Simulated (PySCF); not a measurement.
This PySCF input (HF/aug-pcseg-1) gives -40.18913 Eh with 59 basis functions.

```python
import numpy as np, basis_set_exchange as bse
from pyscf import gto, scf, dft, df

basis = {'C': gto.basis.parse(bse.get_basis('aug-pcseg-1', elements=['C'], fmt='nwchem')), 'H': gto.basis.parse(bse.get_basis('aug-pcseg-1', elements=['H'], fmt='nwchem'))}
mol = gto.M(
    atom='''
    C    -0.00000000    0.00000000   -0.00000000
    H     0.62054657    0.62688914    0.63896175
    H    -0.64285838   -0.62489528    0.61852983
    H     0.63693263   -0.63278043   -0.61664082
    H    -0.61462083    0.63078657   -0.64085076
    ''',
    basis=basis,
    charge=0,
    verbose=4,
    max_memory=1839,
)
mf = scf.RHF(mol)
mf = mf.density_fit(auxbasis=df.autoaux(mol))
mf.conv_tol = 1e-9
mf.max_cycle = 100
print('smallest overlap eigenvalue', np.linalg.eigvalsh(mol.intor('int1e_ovlp'))[0])
mf.kernel()
dip = mf.dip_moment()
```

Change:
```diff
- basis = {'C': gto.basis.parse(bse.get_basis('aug-pcseg-1', elements=['C'], fmt='nwchem')), 'H': gto.basis.parse(bse.get_basis('aug-pcseg-1', elements=['H'], fmt='nwchem'))}
+ basis = {'C': gto.basis.parse(bse.get_basis('6-311++G(3df,3pd)', elements=['C'], fmt='nwchem')), 'H': gto.basis.parse(bse.get_basis('6-311++G(3df,3pd)', elements=['H'], fmt='nwchem'))}
```

**Question.** What does the run give now?

**Answer.** -40.21248 Eh (HF/6-311++G(3df,3pd), 111 functions), a change of -23.35 mEh.
